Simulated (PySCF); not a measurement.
Distances in Å between the heavy atoms of a computed structure (GFN2-xTB; lower triangle, same order across):
```
C1    0.00
C2    1.45  0.00
C3    2.65  1.20  0.00
C4    4.10  2.64  1.44  0.00
C5    4.84  3.49  2.48  1.54  0.00
S6    6.59  5.19  4.07  2.76  1.80  0.00
```

Hydrogens: 3 on C1, 2 on C4, 2 on C5.

Charge -1, singlet.

(1) Which heavy atoms are bonded, and with what formal order?

(2) Which species is it?

(3) Classify the heavy atoms.

## Answers

(1) C1–C2 (single); C2–C3 (triple); C3–C4 (single); C4–C5 (single); C5–S6 (single).

(2) `CC#CCC[S-]`, [C5H7S]-.

(3) C1: propargylic carbon; C2: alkyne carbon; C3: alkyne carbon; C4: propargylic carbon; C5: sp3 carbon bound to sulfur; S6: thiolate sulfur.

Shape of the structure used: `[CH3:1][C:2]#[C:3][CH2:4][CH2:5][S-:6]`: C3–C4–C5–S6 180°.
